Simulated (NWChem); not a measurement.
All runs are NWChem calculations. System: H₂Si, charge 0, spin multiplicity 3, at a geometry optimised with UB3LYP/def2-SVP. The structure started from a generated list of species. Its SCF solution wasn't tested for a lower state. Level: UHF/def2-TZVP.

Job file:

```
start mol
memory heap 200 mb stack 900 mb global 1100 mb
geometry units angstroms nocenter noautoz
  Si     0.000000     0.000000    -0.095091
  H      1.286679     0.000000     0.665639
  H     -1.286679     0.000000     0.665639
  symmetry group C2v
end
basis spherical
  * library def2-tzvp
end
scf
  uhf
  nopen 2
  maxiter 100
  thresh 1e-7
  semidirect memsize 60000000 filesize 0
  # guess.movecs holds the orbitals of an unrestricted PBE0 run
  vectors input guess.movecs output mol.movecs
end
task scf energy
```

NWChem printed:

```
             Northwest Computational Chemistry Package (NWChem) 7.3.0
             --------------------------------------------------------

                                NWChem Input Module
                                -------------------

 Scaling coordinates for geometry "geometry" by  1.889725989
 (inverse scale =  0.529177249)

 Turning off AUTOSYM since
 SYMMETRY directive was detected!

                             Geometry "geometry" -> ""
                             -------------------------

 Output coordinates in angstroms (scale by  1.889725989 to convert to a.u.)

  No.       Tag          Charge          X              Y              Z
 ---- ---------------- ---------- -------------- -------------- --------------
    1 Si                  14.0000     0.00000000     0.00000000    -0.09509100
    2 H                    1.0000     1.28667900     0.00000000     0.66563900
    3 H                    1.0000    -1.28667900     0.00000000     0.66563900

 Effective nuclear repulsion energy (a.u.)      10.1183610426

            Nuclear Dipole moment (a.u.)
            ----------------------------
        X                 Y               Z
 ---------------- ---------------- ----------------
     0.0000000000     0.0000000000     0.0000075589

      Symmetry information
      --------------------

 Group name             C2v
 Group number             16
 Group order               4
 No. of unique centers     2

      Symmetry unique atoms

     1    2


 Summary of "ao basis" -> "" (spherical)
 ------------------------------------------------------------------------------
       Tag                 Description            Shells   Functions and Types
 ---------------- ------------------------------  ------  ---------------------
 *                         def2-tzvp                  on all atoms

 Summary of "ao basis" -> "ao basis" (spherical)
 ------------------------------------------------------------------------------
       Tag                 Description            Shells   Functions and Types
 ---------------- ------------------------------  ------  ---------------------
[...]
     4      0.198954  1 Si s                  3     -0.168261  1 Si s

 Vector    9  Occ=0.000000D+00  E= 6.702088D-02  Symmetry=b2
              MO Center=  3.1D-15,  4.3D-16, -1.3D-02, r^2= 4.1D+00
   Bfn.  Coefficient  Atom+Function         Bfn.  Coefficient  Atom+Function
  ----- ------------  ---------------      ----- ------------  ---------------
    19      0.834171  1 Si py                13      0.150734  1 Si py

 Vector   10  Occ=0.000000D+00  E= 1.647662D-01  Symmetry=a1
              MO Center=  2.5D-14, -4.6D-17,  3.1D-01, r^2= 5.4D+00
   Bfn.  Coefficient  Atom+Function         Bfn.  Coefficient  Atom+Function
  ----- ------------  ---------------      ----- ------------  ---------------
     5      2.072014  1 Si s                 40     -1.562266  2 H  s
    46     -1.562266  3 H  s                 20      1.198217  1 Si pz
     4      0.213413  1 Si s                  3     -0.194858  1 Si s

 center of mass
 --------------
 x =   0.00000000 y =   0.00000000 z =  -0.08308402

 moments of inertia (a.u.)
 ------------------
           3.885618081226           0.000000000000           0.000000000000
           0.000000000000          15.802241633604           0.000000000000
           0.000000000000           0.000000000000          11.916623552378

  Mulliken analysis of the total density
  --------------------------------------

    Atom       Charge   Shell Charges
 -----------   ------   -------------------------------------------------------
    1 Si  14    14.00   2.00  0.59  1.39  0.86  0.53  4.12  1.73  0.49  1.47  0.68  0.06  0.08  0.01
    2 H    1     1.00   0.23  0.54  0.22  0.01
    3 H    1     1.00   0.23  0.54  0.22  0.01

  Mulliken analysis of the alpha density
  --------------------------------------

    Atom       Charge   Shell Charges
 -----------   ------   -------------------------------------------------------
    1 Si  14     7.96   1.00  0.30  0.69  0.52  0.35  2.08  0.85  0.33  1.18  0.60  0.03  0.04  0.00
    2 H    1     0.52   0.12  0.28  0.11  0.01
    3 H    1     0.52   0.12  0.28  0.11  0.01

   Mulliken analysis of the beta density
   -------------------------------------

    Atom       Charge   Shell Charges
 -----------   ------   -------------------------------------------------------
    1 Si  14     6.04   1.00  0.29  0.70  0.35  0.19  2.04  0.88  0.16  0.29  0.07  0.03  0.04  0.01
    2 H    1     0.48   0.11  0.26  0.11  0.00
    3 H    1     0.48   0.11  0.26  0.11  0.00

   Mulliken analysis of the spin density
   -------------------------------------

    Atom       Charge   Shell Charges
 -----------   ------   -------------------------------------------------------
    1 Si  14     1.93   0.00  0.01 -0.01  0.17  0.16  0.04 -0.03  0.17  0.89  0.53  0.00  0.01 -0.00
    2 H    1     0.04   0.01  0.02  0.00  0.00
    3 H    1     0.04   0.01  0.02  0.00  0.00

       Multipole analysis of the density wrt the origin
       ------------------------------------------------

     L   x y z        total         alpha         beta         nuclear
     -   - - -        -----         -----         ----         -------
     0   0 0 0     -0.000000     -9.000000     -7.000000     16.000000

     1   1 0 0      0.000000      0.000000     -0.000000      0.000000
     1   0 1 0      0.000000      0.000000      0.000000      0.000000
     1   0 0 1     -0.051190      0.671426     -0.722623      0.000008

     2   2 0 0    -11.355431    -13.307241     -9.872291     11.824100
     2   1 1 0     -0.000000     -0.000000      0.000000      0.000000
     2   1 0 1     -0.000000     -0.000000      0.000000      0.000000
     2   0 2 0    -12.386507     -9.808415     -2.578091      0.000000
     2   0 1 1     -0.000000     -0.000000      0.000000      0.000000
     2   0 0 2    -11.242083    -10.580711     -4.277941      3.616569

 Task  times  cpu:        0.3s     wall:        0.3s

 Total times  cpu:        0.3s     wall:        0.3s
```
